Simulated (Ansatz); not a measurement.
Start from Ag in the fcc (Cu type) structure (space group Fm-3m, No. 225).

```xyz
1
Lattice="0.0000 2.0272 2.0272 2.0272 0.0000 2.0272 2.0272 2.0272 0.0000" Properties=species:S:1:pos:R:3 pbc="T T T"
Ag     0.0000     0.0000     0.0000
```

Calculations: Ansatz (a first-principles code) PBEsol, no spin-orbit coupling.

It is then changed as follows: full substitution Ag → Pd; the structure is relaxed again.

Measured lattice parameter a: Ag 4.062 Å (static lattice; corrected from measurement; as listed in Daniel Mejia-Rodriguez, S. B. Trickey, Phys. Rev. B (2018)); Pd 3.876 Å (static lattice; corrected from measurement; as listed in Daniel Mejia-Rodriguez, S. B. Trickey, Phys. Rev. B (2018)).

**Question.** How well does PBEsol reproduce the measured shift?

**Answer.** With PBEsol the lattice parameter a moves by -0.179 Å (4.054 → 3.876) against -0.186 Å measured.

No phonon test of stability was made. All final runs are without spin polarisation.
